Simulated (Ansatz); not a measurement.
We consider In₂O₃ (Ia-3, No. 206), described by r²SCAN+rVV10 in Ansatz (PAW).

Settings: plane-wave cutoff 560 eV, 6×6×6 k mesh, Fermi–Dirac smearing 0.01 eV, scalar-relativistic PAW data made under PBE.

Cell (relaxed at this level):

Space group Ia-3 (No. 206); a = 10.130 Å, b = 10.130 Å, c = 10.130 Å, α = 90.00°, β = 90.00°, γ = 90.00°

```tsv
atom	site	symmetry	x	y	z
In	8b	.-3.	0.2500	0.2500	0.2500
In	24d	2..	0.0000	0.2500	0.4661
O	48e	1	0.1096	0.3453	0.1181
```
(The calculation used a cell of 40 atoms; values per cell refer to that cell.)

What does this level give for the band gap?


- band gap: 1.65 eV (on the SCF k mesh)

Measured, for comparison: band gap 2.93 ± 0.1 eV (room temperature, no zero-point or thermal correction; as tabulated in King et al. (2009), doi:10.1103/physrevb.79.205211).

Note: the relaxation could not lower the start's symmetry, so the cell can be a saddle point above a distorted one.

Spin–orbit coupling is not included.

Computed values are for the static lattice.

Ansatz is a first-principles code.
